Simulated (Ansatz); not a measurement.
A first, cheap relaxation of C3H7NOS (`CC(O)C(N)=S`).

```yaml
crystal:
  periodic: [false, false, false]
  atoms:
    - {symbol: C, position_ang: [-0.974500, -1.205400, -0.278900]}
    - {symbol: C, position_ang: [0.105800, -0.236600, -0.708000]}
    - {symbol: O, position_ang: [1.310700, -0.876400, -0.397300]}
    - {symbol: C, position_ang: [0.107200, 1.103600, 0.047600]}
    - {symbol: N, position_ang: [0.440200, 1.057000, 1.337700]}
    - {symbol: S, position_ang: [-0.523900, 2.520200, -0.636300]}
    - {symbol: H, position_ang: [-1.973700, -0.713900, -0.498600]}
    - {symbol: H, position_ang: [-0.910500, -2.098600, -0.828200]}
    - {symbol: H, position_ang: [-0.972900, -1.374200, 0.821800]}
    - {symbol: H, position_ang: [0.085600, -0.070500, -1.766700]}
    - {symbol: H, position_ang: [2.040900, -0.315300, -0.725600]}
    - {symbol: H, position_ang: [0.465400, 1.920700, 1.924700]}
    - {symbol: H, position_ang: [0.820000, 0.254800, 1.722700]}
basis:
  gaussian: {orbitals: def2-SVP}
hamiltonian: {xc: pbe, dispersion: d4}
relax: {f_tol: 0.03, max_steps: 200}
```

```sh
$ ansatz run in.yaml --threads 2 --pin off --events-out ev --progress --plain --max-ram 22528MiB --backend cpu
```

Output, abridged:

```
Functional definition: PBE
mean field -17576.09168266 eV, -645.9094558351 hartree, gradient 3.4e-5 eV, S^2 0.000000; 0 other end points of the search recorded, 0 dependent functions left out
relax step   1: F+E_penalty+E_count = -17576.39426857 eV  Δ(F+E_penalty+E_count) = +0.000e0 eV  max|allowed force component| = 2.739e0 eV/Å  Δτ_max = 0.0000 Å  (31 SCF iters, accepted)
mean field -17576.42142361 eV, -645.9215735912 hartree, gradient 1.8e-5 eV, S^2 0.000000; 0 other end points of the search recorded, 0 dependent functions left out
relax step   2: F+E_penalty+E_count = -17576.72264300 eV  Δ(F+E_penalty+E_count) = -3.284e-1 eV  max|allowed force component| = 1.039e0 eV/Å  Δτ_max = 0.1443 Å  (38 SCF iters, accepted)
mean field -17576.48921419 eV, -645.9240648492 hartree, gradient 2.1e-5 eV, S^2 0.000000; 0 other end points of the search recorded, 0 dependent functions left out
relax step   3: F+E_penalty+E_count = -17576.79058427 eV  Δ(F+E_penalty+E_count) = -6.794e-2 eV  max|allowed force component| = 8.378e-1 eV/Å  Δτ_max = 0.1069 Å  (31 SCF iters, accepted)
mean field -17576.50833226 eV, -645.9247674255 hartree, gradient 1.7e-5 eV, S^2 0.000000; 0 other end points of the search recorded, 0 dependent functions left out
relax step   4: F+E_penalty+E_count = -17576.81051970 eV  Δ(F+E_penalty+E_count) = -1.994e-2 eV  max|allowed force component| = 6.098e-1 eV/Å  Δτ_max = 0.0546 Å  (32 SCF iters, accepted)
mean field -17576.53618685 eV, -645.9257910626 hartree, gradient 1.4e-5 eV, S^2 0.000000; 0 other end points of the search recorded, 0 dependent functions left out
relax step   5: F+E_penalty+E_count = -17576.83987016 eV  Δ(F+E_penalty+E_count) = -2.935e-2 eV  max|allowed force component| = 1.188e-1 eV/Å  Δτ_max = 0.1465 Å  (31 SCF iters, accepted)
mean field -17576.54880753 eV, -645.9262548641 hartree, gradient 2.3e-5 eV, S^2 0.000000; 0 other end points of the search recorded, 0 dependent functions left out
relax step   6: F+E_penalty+E_count = -17576.85249234 eV  Δ(F+E_penalty+E_count) = -1.262e-2 eV  max|allowed force component| = 1.260e-1 eV/Å  Δτ_max = 0.1699 Å  (31 SCF iters, accepted)
mean field -17576.55214605 eV, -645.9263775522 hartree, gradient 1.0e-5 eV, S^2 0.000000; 0 other end points of the search recorded, 0 dependent functions left out
relax step   7: F+E_penalty+E_count = -17576.85569613 eV  Δ(F+E_penalty+E_count) = -3.204e-3 eV  max|allowed force component| = 1.775e-1 eV/Å  Δτ_max = 0.0832 Å  (31 SCF iters, accepted)
mean field -17576.55300699 eV, -645.9264091913 hartree, gradient 1.6e-5 eV, S^2 0.000000; 0 other end points of the search recorded, 0 dependent functions left out
relax step   8: F+E_penalty+E_count = -17576.85654615 eV  Δ(F+E_penalty+E_count) = -8.500e-4 eV  max|allowed force component| = 6.138e-2 eV/Å  Δτ_max = 0.0133 Å  (33 SCF iters, accepted)
mean field -17576.55313154 eV, -645.9264137686 hartree, gradient 1.6e-5 eV, S^2 0.000000; 0 other end points of the search recorded, 0 dependent functions left out
relax step   9: F+E_penalty+E_count = -17576.85667947 eV  Δ(F+E_penalty+E_count) = -1.333e-4 eV  max|allowed force component| = 2.046e-2 eV/Å  Δτ_max = 0.0104 Å  (33 SCF iters, accepted)
mean field -17576.55313154 eV, -645.9264137686 hartree, gradient 2.2e-5 eV, S^2 0.000000; 1 other end points of the search recorded, 0 dependent functions left out
Total energy: -17576.85671275 eV, -645.9375701723 hartree
Atom 0 at    -1.065327    -1.141990    -0.380058 Å, force     0.005576     0.000571    -0.003055 eV/Å
Atom 1 at     0.148752    -0.242514    -0.601283 Å, force    -0.002822     0.000085     0.018159 eV/Å
Atom 2 at     1.305348    -0.946890    -0.132106 Å, force    -0.003326    -0.001751    -0.006811 eV/Å
Atom 3 at    -0.037686     1.100886     0.127544 Å, force     0.017537     0.016041    -0.020464 eV/Å
Atom 4 at     0.651147     1.171472     1.281420 Å, force    -0.007221    -0.004734    -0.001616 eV/Å
Atom 5 at    -1.032687     2.288983    -0.467572 Å, force    -0.009763    -0.001990     0.005241 eV/Å
Atom 6 at    -1.982006    -0.623770    -0.716812 Å, force     0.002626     0.000139    -0.001075 eV/Å
Atom 7 at    -0.940187    -2.086425    -0.944119 Å, force    -0.002134    -0.004440    -0.000667 eV/Å
Atom 8 at    -1.167101    -1.384598     0.696951 Å, force     0.001260    -0.000878     0.000286 eV/Å
Atom 9 at     0.234041    -0.004290    -1.684681 Å, force    -0.000660     0.000695    -0.000373 eV/Å
Atom 10 at     2.081180    -0.543928    -0.564185 Å, force    -0.004497    -0.001283     0.001403 eV/Å
Atom 11 at     0.579252     2.004046     1.866770 Å, force     0.003559    -0.002584    -0.001288 eV/Å
Atom 12 at     1.245574     0.374417     1.533031 Å, force    -0.000135     0.000127     0.010259 eV/Å
Dipole moment:     0.604225    -0.314469     0.276971 e Å
```

It took 20 s on 2 threads of an AMD EPYC 7R13 on a shared host, with 0.23 GiB of host memory at the peak.
